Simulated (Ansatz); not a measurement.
Results of LDA (plane waves, PAW; Ansatz, a quantum-chemistry and plane-wave program) for Li2Si2O5 (Ccc2, No. 37).

Numerical settings: plane-wave cutoff 500 eV, 8×8×8 k mesh, gaussian smearing 0.02 eV, scalar-relativistic PAW data made under PBE.

Computed at the level's own relaxed cell.

Question: Give the computed volume per atom and band gap.

Answer: 
* **volume per atom**: 10.92 Å³/atom
* **band gap**: 5.29 eV (on the SCF k mesh)

Note: the relaxation could not lower the start's symmetry, so the cell can be a saddle point above a distorted one.

The computed numbers hold no vibrational or temperature effects.

Computing time: roughly 23 core-minutes.
